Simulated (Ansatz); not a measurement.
Saddle point of BH4F, singlet (BH₃ + HF → BH₂F ([BH2][F]) + H₂; bonds formed: B1–F6, H2–H5; bonds broken: B1–H2, H5–F6), PBE0-D4/def2-TZVP structure:

B1  (-0.318, 0.092, -0.230)
H2  (0.520, 0.907, 0.337)
H3  (-0.169, 0.098, -1.410)
H4  (-1.383, 0.161, 0.295)
H5  (0.836, -0.097, 0.599)
F6  (0.514, -1.161, 0.409)
(Å)

Energies are electronic, without zero-point energy. Barriers and step energies count from the start structure reached by relaxing down the imaginary mode; all methods use the PBE0-D4 structures, on which another method's saddle can fall below an end. Computed with Ansatz 0.2.0 (basis: def2-TZVPP, with def2-QZVPP for the basis limit); correlated methods freeze the cores. B3LYP uses VWN-RPA correlation. Extrapolation: Hartree–Fock as exp(−7.88 √X), correlation as X^−2.97.

| method | barrier (kcal/mol) | step energy (kcal/mol) |
| --- | --- | --- |
| SPW92 | 0.09 | -23.51 |
| PBE-D4 | ? | -26.77 |
| BLYP-D4 | 9.84 | -29.41 |
| r2SCAN-D4 | ? | -27.60 |
| B97M-V | 12.51 | -27.80 |
| PBE0-D4 | 9.42 | -26.41 |
| B3LYP-D4 | 12.05 | -28.78 |
| r2SCAN0-D4 | 11.08 | -27.18 |
| BHLYP-D4 | 16.28 | -28.48 |
| CAM-B3LYP-D4 | 11.93 | -28.16 |
| wB97X-V | 12.21 | -27.45 |
| wB97M-V | 12.27 | -27.22 |
| B2PLYP | 12.92 | -28.58 |
| PBE-QIDH | 12.14 | -26.77 |
| RPA on PBE | 13.87 | -28.01 |
| HF | 26.10 | -30.79 |
| MP2 | ? | -27.85 |
| CCSD | 16.13 | -27.49 |
| CCSD(T) | 14.20 | -27.43 |

Problem. Fill in the withheld barriers. (To be estimated.)

Solution. The calculation gives: MP2 13.00; PBE-D4 5.92; r2SCAN-D4 8.60 kcal/mol. Each is the energy of the saddle less that of the start structure, by the same method.

For comparison, the barrier by CCSD(T) at an estimated basis limit (MP2 extrapolated from triple and quadruple zeta, plus CCSD(T) − MP2 in triple zeta) is 14.13 kcal/mol.

No T1 diagnostic of these runs exceeds 0.014. The end structure is not quite a true minimum (one mode of 34i cm⁻¹).

Labels in which every atom is bracketed show which atoms are joined, not bond orders.

For scale, one of the runs: CCSD(T)/def2-TZVPP, 118 basis functions, launched by `ansatz run in.yaml --threads 2 --pin off --events-out ev --progress --plain --max-ram 4352MiB`. The run took about 3.4 s on 2 CPU threads of an Intel Xeon (shared host).
